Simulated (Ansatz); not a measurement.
# C₄H₆O₂: a ladder of functionals and wavefunction methods

One table from this session's results is given with a row withheld; the runs are named, their logs left out.

Method: functionals in def2-TZVPP, the program's frozen cores in correlated methods; program: Ansatz 0.2.0, Gaussian basis.

The runs, in order: LDA (SPW92), PBE-D4, revPBE-D4, BLYP-D4, r2SCAN-D4, B97M-V, PBE0-D4, B3LYP-D4, r2SCANh-D4, r2SCAN0-D4, HSE06-D4, BHLYP-D4, CAM-B3LYP-D4, LC-ωPBE, ωB97X-V, ωB97M-V, B2PLYP, PBE-QIDH; CCSD(T)/def2-SVP; CCSD(T)/def2-TZVPP; MP2/def2-QZVPP; extrapolation to the limit; RPA on PBE.

**The geometry**

The geometry comes from an earlier relaxation with PBE0-D4 in a triple-zeta def2 set; it is a stationary point, not always the lowest conformer.

SMILES `O=CCC1CO1`, 12 atoms, charge 0, spin multiplicity 1.

Atoms are counted from 1 here; the program's logs count them from 0.

Bond lengths: O1–C2 1.200 Å, C2–C3 1.499 Å, C2–H7 1.112 Å, C3–C4 1.497 Å, C3–H8 1.097 Å, C3–H9 1.099 Å, C4–C5 1.456 Å, C4–O6 1.418 Å, C4–H10 1.088 Å, C5–O6 1.420 Å, C5–H11 1.088 Å, C5–H12 1.086 Å. Angles: O1–C2–C3 124.7°, O1–C2–H7 120.6°, C3–C2–H7 114.7°, C2–C3–C4 113.9°, C2–C3–H8 108.3°, C2–C3–H9 107.5°, C4–C3–H8 110.7°, C4–C3–H9 110.9°, H8–C3–H9 105.2°, C3–C4–C5 121.6°, C3–C4–O6 115.8°, C3–C4–H10 115.5°, C5–C4–O6 59.2°, C5–C4–H10 117.6°, O6–C4–H10 114.5°, C4–C5–O6 59.1°, C4–C5–H11 119.3°, C4–C5–H12 119.6° and more.

Set-up of the first run:

File in.yaml:

```yaml
crystal:
  periodic: [false, false, false]
  atoms:
    - {symbol: O, position_ang: [-0.638464, -1.729524, -1.358228]}
    - {symbol: C, position_ang: [-1.328635, -1.094971, -0.608930]}
    - {symbol: C, position_ang: [-0.907530, 0.173580, 0.070052]}
    - {symbol: C, position_ang: [0.488107, 0.603745, -0.258145]}
    - {symbol: C, position_ang: [1.613097, 0.268675, 0.603589]}
    - {symbol: O, position_ang: [1.055264, 1.574226, 0.606737]}
    - {symbol: H, position_ang: [-2.362182, -1.428905, -0.371483]}
    - {symbol: H, position_ang: [-1.027292, 0.041197, 1.152322]}
    - {symbol: H, position_ang: [-1.632002, 0.951968, -0.205985]}
    - {symbol: H, position_ang: [0.692450, 0.766224, -1.313970]}
    - {symbol: H, position_ang: [1.437675, -0.313372, 1.505610]}
    - {symbol: H, position_ang: [2.609511, 0.187149, 0.178421]}
basis:
  gaussian: {orbitals: def2-TZVPP}
hamiltonian: {xc: lda}
output: {orbitals: {seedname: orbitals}}
```

The run is started by

```
ansatz run in.yaml --threads 4 --pin off --events-out ev --progress --plain --max-ram 10444MiB
```

Steps of the session up to this table: LDA; PBE-D4 (GGA); revPBE-D4 (GGA); BLYP-D4 (GGA); r2SCAN-D4 (meta-GGA); B97M-V (meta-GGA); B3LYP-D4 (hybrid); r2SCANh-D4 (hybrid); r2SCAN0-D4 (hybrid); HSE06-D4 (hybrid); BHLYP-D4 (hybrid); CAM-B3LYP-D4 (range-separated); LC-ωPBE (range-separated); ωB97X-V (range-separated); ωB97M-V (range-separated); B2PLYP (double hybrid); PBE-QIDH (double hybrid).

One of the session's tables, all rows but one given; the rest of the session is left out.

It belongs to the step «Orbital energies across the functionals». 

| functional | HOMO (eV) | gap (eV) |
| --- | --- | --- |
| LDA (SPW92) | ? | ? |
| PBE-D4 | -5.95 | 3.89 |
| revPBE-D4 | -5.89 | 3.93 |
| BLYP-D4 | -5.89 | 3.93 |
| r2SCAN-D4 | -6.27 | 4.45 |
| B97M-V | -6.44 | 4.75 |
| PBE0-D4 | -7.57 | 6.72 |
| B3LYP-D4 | -7.35 | 6.19 |
| r2SCANh-D4 | -6.88 | 5.51 |
| r2SCAN0-D4 | -7.80 | 7.09 |
| HSE06-D4 | -7.16 | 5.92 |
| BHLYP-D4 | -9.18 | 9.60 |
| CAM-B3LYP-D4 | -9.06 | 9.42 |
| LC-ωPBE | -10.34 | 12.01 |
| ωB97X-V | -10.04 | 11.61 |
| ωB97M-V | -9.98 | 11.46 |

Q: Estimate the row for LDA (SPW92) from the others.

**Answer.** HOMO (eV): -6.09; gap (eV): 3.76. In the column «HOMO (eV)» it lies between r2SCAN-D4 (-6.27) and PBE-D4 (-5.95).
